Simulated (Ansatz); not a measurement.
# AlH3+ (doublet): the correlation ladder at distance Al1–H3 = 2.125 Å, cc-pVTZ

One table from this session's results is given with a row withheld; the runs are named, their logs left out.

The runs use Ansatz 0.2.0, Gaussian basis; cc-pVTZ, core rule «outside noble gas», up to 5 orbitals frozen.

Plan: UHF; CCSD(T) on ROHF; CCSD(T) on UHF; BCCD(T) on ROHF; CCSDT(Q) on ROHF; CCSDT(Q) on UHF; CASSCF and MRCISD+Q, 3 electrons in 3 orbitals; CASSCF and NEVPT2, 3 electrons in 3 orbitals; Full CI.

20 further runs of the same task are left out: 20 for a known fault of the program.

## What is computed

The geometry derives from a PBE0/def2-TZVP stationary point (not a proven minimum). One bond is set to the value named and the two fragments are kept rigid.

4 atoms, charge 1, spin multiplicity 2.

Atoms are counted from 1 here; the program's logs count them from 0.

Bond lengths: Al1–H2 1.560 Å.

Set-up of the first run:

Contents of in.yaml:

```yaml
crystal:
  periodic: [false, false, false]
  atoms:
    - {symbol: Al, position_ang: [0.000000, 0.055088, -0.018855]}
    - {symbol: H, position_ang: [0.000000, 0.224130, -1.570053]}
    - {symbol: H, position_ang: [0.000000, 0.285299, 2.093638]}
    - {symbol: H, position_ang: [0.000000, -1.984084, -0.018855]}
basis:
  gaussian: {orbitals: cc-pVTZ}
total_charge: 1
magnetization: {spin_polarized: true, initial_magnetization: 1}
hamiltonian: {xc: hf}
output: {orbitals: {seedname: orbitals}}
```

Launch:

```
$ ansatz run in.yaml --threads 1 --pin off --events-out ev --progress --plain --max-ram 4096MiB --backend cpu
```

Steps of the session up to this table: UHF; CCSD(T) on ROHF; CCSD(T) on UHF; BCCD(T) on ROHF; CCSDT(Q) on ROHF; CCSDT(Q) on UHF; CASSCF and MRCISD+Q, 3 electrons in 3 orbitals; CASSCF and NEVPT2, 3 electrons in 3 orbitals; Full CI.

One table of the session follows, with a row left open; its other results are not shown here.

```
       method  from FCI (meV)
         ROHF         +2608.1
          UHF         +2455.5
         RMP2          +745.4
         UMP2               ?
        RCCSD           +80.2
        UCCSD           +76.4
     RCCSD(T)           +26.5
     UCCSD(T)           +26.1
      BCCD(T)           +23.5
       RCCSDT            +2.9
       UCCSDT            +2.9
    RCCSDT(Q)            +0.9
    UCCSDT(Q)            +0.8
  CASSCF pair         +1786.4
  NEVPT2 pair          +543.0
  MRCISD pair           +97.6
MRCISD+Q pair           +10.4
          FCI               0
```

**Question.** Estimate the row for UMP2.

The run gave: from FCI (meV): +862.8. In the column «from FCI (meV)» it lies between RMP2 (+745.4) and CASSCF pair (+1786.4).

Caveats from the session: Levels on UHF freeze UHF's core orbitals, full CI those of ROHF, so the U rows can settle a little off it for that reason alone. Restricted and unrestricted rows rest on different reference determinants; where their highest levels disagree by more than a few hundredths of an eV, they describe different states and don't form one ladder.
